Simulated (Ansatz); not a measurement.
The cluster C₃, relaxed as a triplet with UKS r2SCAN-D4/def2-TZVP in Ansatz, starting from the r2SCAN-D4/def2-TZVP geometry of the neutral singlet. Force threshold 0.02 eV/Å.

The program marks the result for the charge 0 triplet as doubtful (asymmetric forces). At r2SCAN-D4/def2-TZVP a singlet of charge 0 lies 1.77 eV below the triplet, each at its own geometry. The structure comes from a short search, and lower isomers may exist.

Start:

```xyz
3

C     0.000    0.000    0.000
C    -1.260    0.205    0.199
C     1.260   -0.205   -0.199
```

| step | energy (eV) | largest force component (eV/Å) | SCF passes |
| --- | --- | --- | --- |
| 1 | -3100.5583 | 0.122 | 372 |
| 2 | -3100.5587 | 0.027 | 273 |
| 3 | -3100.5587 | 0.001 | 271 |

Force components are those of the run's own axes.

End:

```xyz
3

C     0.000    0.000    0.000
C    -1.263    0.205    0.200
C     1.263   -0.205   -0.200
```

By distances, no bond broke or formed. The bond that changes most is C1–C2, from 1.29 to 1.30 Å (atoms count from 1).

No frequencies were taken in this run, so the end may be a saddle point.

Hardware: 4 threads of Arm Neoverse V2 on a shared host. Wall time 41 s.
